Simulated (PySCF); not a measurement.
# BN2H5 (SMILES NBN) at HF/cc-pVTZ

What is the energy change on altering one bond length of BN2H5 at HF/cc-pVTZ? Input form: a Python script.

The results are computed with PySCF 2.14.0.

6 further runs of the same task are left out: 6 set aside as unsound or not needed.

## (1) The system as given

The species is BN2H5 (8 atoms), meant as a singlet with charge 0. SMILES: `NBN`. Geometry: relaxed at PBE0-D4/def2-TZVP.

Bond lengths: N1–B2 1.409 Å, B2–N3 1.409 Å, N1–H4 1.005 Å, N1–H5 1.002 Å, B2–H6 1.200 Å, N3–H7 1.003 Å, N3–H8 1.005 Å. Angles: N1–B2–N3 122.9°, N1–B2–H6 118.5°, N3–B2–H6 118.5°, B2–N1–H4 124.5°, B2–N1–H5 121.9°, B2–N3–H7 121.9°, B2–N3–H8 124.5°, H4–N1–H5 113.6°, H7–N3–H8 113.6°.

## (2) The response to a field at HF/cc-pVTZ

Contents of mol.xyz:

```xyz
8

N     -0.971000     0.516500    -0.581100
B      0.194200     0.386600     0.200500
N      0.848200    -0.845200     0.401400
H     -1.426800    -0.244500    -1.053400
H     -1.423900     1.400900    -0.713700
H      0.649700     1.368600     0.718000
H      1.676700    -0.919800     0.960900
H      0.545000    -1.720300     0.011600
```

Contents of job.py:

```python
# NBN
import numpy
from pyscf import gto
from pyscf.prop.polarizability import rhf

mol = gto.M(
    atom='mol.xyz',
    max_memory=1860,
    charge=0,
    verbose=4,
    basis='cc-pvtz',
)

mf = mol.RHF()
mf.kernel()

etot = mf.e_tot
print('E = %.10f Eh' % etot)
pol = rhf.Polarizability(mf)
alpha = pol.polarizability()
print('isotropic polarizability %.4f bohr^3' % (numpy.trace(alpha) / 3))
alpha_w = pol.polarizability_with_freq(freq=0.0656)
beta = pol.hyper_polarizability()
```

Run with:

```bash
$ OMP_NUM_THREADS=1 python job.py
```

The program printed:

```text
PySCF version 2.14.0

[INPUT] num. atoms = 8
[INPUT] num. electrons = 24
[INPUT] charge = 0
[INPUT] spin (= nelec alpha-beta = 2S) = 0
[INPUT] symmetry False subgroup None
[INPUT] Mole.unit = angstrom
[INPUT] Symbol           X                Y                Z      unit          X                Y                Z       unit  Magmom
[INPUT]  1 N     -0.971000000000   0.516500000000  -0.581100000000 AA   -1.834924066953   0.976043543338  -1.098119850985 Bohr   0.0
[INPUT]  2 B      0.194200000000   0.386600000000   0.200500000000 AA    0.366984813391   0.730568119757   0.378890087975 Bohr   0.0
[INPUT]  3 N      0.848200000000  -0.845200000000   0.401400000000 AA    1.602865698856  -1.597196520482   0.758536066400 Bohr   0.0
[INPUT]  4 H     -1.426800000000  -0.244500000000  -1.053400000000 AA   -2.696261234529  -0.462038037456  -1.990637499617 Bohr   0.0
[INPUT]  5 H     -1.423900000000   1.400900000000  -0.713700000000 AA   -2.690781028768   2.647317327903  -1.348697535102 Bohr   0.0
[INPUT]  6 H      0.649700000000   1.368600000000   0.718000000000 AA    1.227755063130   2.586279174080   1.356823357438 Bohr   0.0
[INPUT]  7 H      1.676700000000  -0.919800000000   0.960900000000 AA    3.168503793058  -1.738170089375   1.815837833095 Bohr   0.0
[INPUT]  8 H      0.545000000000  -1.720300000000   0.011600000000 AA    1.029900737888  -3.250895852089   0.021920823045 Bohr   0.0

nuclear repulsion = 68.8525948483728
number of shells = 57
number of NR pGTOs = 206
number of NR cGTOs = 160
basis = cc-pvtz
ecp = {}

******** <class 'pyscf.scf.hf.RHF'> ********
method = RHF
initial guess = minao
damping factor = 0
level_shift factor = 0
DIIS = <class 'pyscf.scf.diis.CDIIS'>
diis_start_cycle = 1
diis_space = 8
diis_damp = 0
SCF conv_tol = 1e-09
SCF conv_tol_grad = None
SCF max_cycles = 50
direct_scf = True
direct_scf_tol = 1e-13
Set gradient conv threshold to 3.16228e-05
Initial guess from minao.
init E= -136.924795286375
  HOMO = -0.282471651995696  LUMO = 0.095339781100634  gap/eV = 10.28077
cycle= 1 E= -136.597352033268  delta_E= 0.327  |g|= 0.342  |ddm|= 1.62
  HOMO = -0.356322148817247  LUMO = 0.142369999147062  gap/eV = 13.57010
cycle= 2 E= -136.630441333995  delta_E= -0.0331  |g|= 0.109  |ddm|= 0.243
  HOMO = -0.388254640737578  LUMO = 0.142077988998565  gap/eV = 14.43109
cycle= 3 E= -136.633431877464  delta_E= -0.00299  |g|= 0.0432  |ddm|= 0.0852
  HOMO = -0.376143556210309  LUMO = 0.145384026306775  gap/eV = 14.19149
cycle= 4 E= -136.633918001163  delta_E= -0.000486  |g|= 0.0057  |ddm|= 0.0317
  HOMO = -0.376580734859211  LUMO = 0.145149679862197  gap/eV = 14.19701
cycle= 5 E= -136.633930411691  delta_E= -1.24e-05  |g|= 0.00148  |ddm|= 0.0065
  HOMO = -0.376715238037367  LUMO = 0.145176496184112  gap/eV = 14.20140
cycle= 6 E= -136.633931315189  delta_E= -9.03e-07  |g|= 0.0003  |ddm|= 0.00196
  HOMO = -0.376721891281726  LUMO = 0.145181927438793  gap/eV = 14.20173
cycle= 7 E= -136.633931378091  delta_E= -6.29e-08  |g|= 7.04e-05  |ddm|= 0.000532
  HOMO = -0.37673198740268  LUMO = 0.145182114350277  gap/eV = 14.20201
cycle= 8 E= -136.633931381009  delta_E= -2.92e-09  |g|= 1.35e-05  |ddm|= 9.76e-05
  HOMO = -0.376733048937803  LUMO = 0.145182844851238  gap/eV = 14.20205
cycle= 9 E= -136.633931381127  delta_E= -1.18e-10  |g|= 2.87e-06  |ddm|= 1.67e-05
  HOMO = -0.376733309481146  LUMO = 0.1451827759319  gap/eV = 14.20206
Extra cycle  E= -136.633931381132  delta_E= -5.23e-12  |g|= 1.14e-06  |ddm|= 2.64e-06
converged SCF energy = -136.633931381132
E = -136.6339313811 Eh
Isotropic polarizability 28.4188252717
Polarizability anisotropy 5.13984374988
isotropic polarizability 28.4188 bohr^3
```

Run time: 4.2 min. Hardware: 1 thread of Arm Neoverse V1, shared host; peak memory 0.74 GiB.

## (3) The distorted shape, same level

Contents of mol.xyz:

```xyz
8
BH5N2
N     -0.743100     0.897000    -0.344950
B      0.422100     0.767100     0.436650
N      1.076100    -0.464700     0.637550
H     -1.426800    -0.244500    -1.053400
H     -1.196000     1.781400    -0.477550
H      0.877600     1.749100     0.954150
H      1.904600    -0.539300     1.197050
H      0.772900    -1.339800     0.247750
```

Contents of calc.py:

```python
import numpy
from pyscf import gto
from pyscf.prop.polarizability import rhf

system = gto.M(
    atom='mol.xyz',
    max_memory=1860,
    charge=0,
    verbose=4,
    spin=0,
    basis='cc-pvtz',
)

myscf = system.RHF()
myscf.kernel()

etot = myscf.e_tot
print('E = %.10f Eh' % etot)
pol = rhf.Polarizability(myscf)
alpha = pol.polarizability()
print('isotropic polarizability %.4f bohr^3' % (numpy.trace(alpha) / 3))
alpha_w = pol.polarizability_with_freq(freq=0.0656)
beta = pol.hyper_polarizability()
```

Run with:

```bash
$ OMP_NUM_THREADS=1 python calc.py
```

The program printed:

```text
PySCF version 2.14.0

[INPUT] num. atoms = 8
[INPUT] num. electrons = 24
[INPUT] charge = 0
[INPUT] spin (= nelec alpha-beta = 2S) = 0
[INPUT] symmetry False subgroup None
[INPUT] Mole.unit = angstrom
[INPUT] Symbol           X                Y                Z      unit          X                Y                Z       unit  Magmom
[INPUT]  1 N     -0.743100000000   0.897000000000  -0.344950000000 AA   -1.404255483164   1.695084333735  -0.651861026669 Bohr   0.0
[INPUT]  2 B      0.422100000000   0.767100000000   0.436650000000 AA    0.797653397179   1.449608910154   0.825148912291 Bohr   0.0
[INPUT]  3 N      1.076100000000  -0.464700000000   0.637550000000 AA    2.033534282644  -0.878155730085   1.204794890716 Bohr   0.0
[INPUT]  4 H     -1.426800000000  -0.244500000000  -1.053400000000 AA   -2.696261234529  -0.462038037456  -1.990637499617 Bohr   0.0
[INPUT]  5 H     -1.196000000000   1.781400000000  -0.477550000000 AA   -2.260112444980   3.366358118300  -0.902438710786 Bohr   0.0
[INPUT]  6 H      0.877600000000   1.749100000000   0.954150000000 AA    1.658423646918   3.305319964477   1.803082181754 Bohr   0.0
[INPUT]  7 H      1.904600000000  -0.539300000000   1.197050000000 AA    3.599172376847  -1.019129298978   2.262096657411 Bohr   0.0
[INPUT]  8 H      0.772900000000  -1.339800000000   0.247750000000 AA    1.460569321676  -2.531855061692   0.468179647361 Bohr   0.0

nuclear repulsion = 67.1958115208022
number of shells = 57
number of NR pGTOs = 206
number of NR cGTOs = 160
basis = cc-pvtz
ecp = {}

******** <class 'pyscf.scf.hf.RHF'> ********
method = RHF
initial guess = minao
damping factor = 0
level_shift factor = 0
DIIS = <class 'pyscf.scf.diis.CDIIS'>
diis_start_cycle = 1
diis_space = 8
diis_damp = 0
SCF conv_tol = 1e-09
SCF conv_tol_grad = None
SCF max_cycles = 50
direct_scf = True
direct_scf_tol = 1e-13
Set gradient conv threshold to 3.16228e-05
[... 1 set-up line as earlier in the session ...]
init E= -136.593067291647
  HOMO = -0.266994895228549  LUMO = -0.00267346327420626  gap/eV = 7.19255
cycle= 1 E= -136.485290791884  delta_E= 0.108  |g|= 0.353  |ddm|= 1.62
  HOMO = -0.338148590596159  LUMO = 0.0743797976520124  gap/eV = 11.22547
cycle= 2 E= -136.524229308865  delta_E= -0.0389  |g|= 0.145  |ddm|= 0.268
  HOMO = -0.385032953236985  LUMO = 0.0771441159158588  gap/eV = 12.57648
cycle= 3 E= -136.52939572063  delta_E= -0.00517  |g|= 0.056  |ddm|= 0.113
  HOMO = -0.373763133824211  LUMO = 0.0903170352704574  gap/eV = 12.62826
cycle= 4 E= -136.53044207858  delta_E= -0.00105  |g|= 0.0125  |ddm|= 0.0442
  HOMO = -0.374417755640819  LUMO = 0.0906066762140316  gap/eV = 12.65396
cycle= 5 E= -136.530508683131  delta_E= -6.66e-05  |g|= 0.00472  |ddm|= 0.0123
  HOMO = -0.375208812162459  LUMO = 0.0913435837223222  gap/eV = 12.69554
cycle= 6 E= -136.530520916839  delta_E= -1.22e-05  |g|= 0.00153  |ddm|= 0.00575
  HOMO = -0.375423117172051  LUMO = 0.0915627490911266  gap/eV = 12.70733
cycle= 7 E= -136.530522527105  delta_E= -1.61e-06  |g|= 0.00053  |ddm|= 0.00217
  HOMO = -0.375511297596107  LUMO = 0.091655514191249  gap/eV = 12.71226
cycle= 8 E= -136.530522735887  delta_E= -2.09e-07  |g|= 0.000106  |ddm|= 0.000888
  HOMO = -0.375521757441714  LUMO = 0.091663256246802  gap/eV = 12.71275
cycle= 9 E= -136.530522744465  delta_E= -8.58e-09  |g|= 2.45e-05  |ddm|= 0.000181
  HOMO = -0.375520434201901  LUMO = 0.091663787700119  gap/eV = 12.71273
cycle= 10 E= -136.530522744896  delta_E= -4.32e-10  |g|= 5.04e-06  |ddm|= 3.67e-05
  HOMO = -0.375520549341275  LUMO = 0.0916637903649704  gap/eV = 12.71273
Extra cycle  E= -136.530522744911  delta_E= -1.47e-11  |g|= 2.15e-06  |ddm|= 5e-06
converged SCF energy = -136.530522744911
E = -136.5305227449 Eh
Isotropic polarizability 33.7874004021
Polarizability anisotropy 6.6403946224
isotropic polarizability 33.7874 bohr^3
```

Run time: 5.2 min. Hardware: 1 thread of Arm Neoverse V1, shared host; peak memory 0.74 GiB.

## (4) Results

At HF/cc-pVTZ:

| quantity | value |
| --- | --- |
| first shape: total energy | -136.63393 Eh |
| first shape: dipole moment | 1.27 D |
| first shape: HOMO energy | -10.25 eV |
| first shape: LUMO energy | 3.95 eV |
| first shape: HOMO–LUMO gap | 14.20 eV |
| first shape: mean static polarisability | 28.4 bohr³ |
| first shape: mean polarisability at ω = 0.0656 Eh | 28.8 bohr³ |
| distorted shape: total energy | -136.53052 Eh |
| distorted shape: dipole moment | 1.27 D |
| distorted shape: HOMO energy | -10.22 eV |
| distorted shape: LUMO energy | 2.49 eV |
| distorted shape: HOMO–LUMO gap | 12.71 eV |
| distorted shape: mean static polarisability | 33.8 bohr³ |
| distorted shape: mean polarisability at ω = 0.0656 Eh | 34.5 bohr³ |
| energy change with the N1–H4 bond stretched from 1.005 to 1.507 Å | 2.814 eV |

In words: With the N1–H4 bond stretched from 1.005 to 1.507 Å the energy rises by 2.81 eV (65 kcal/mol). The first shape isn't relaxed at this level, so the change isn't measured from a minimum. Mulliken charges (distorted shape) run from -0.41 on N1 to +0.20 on H5; they depend strongly on the basis.
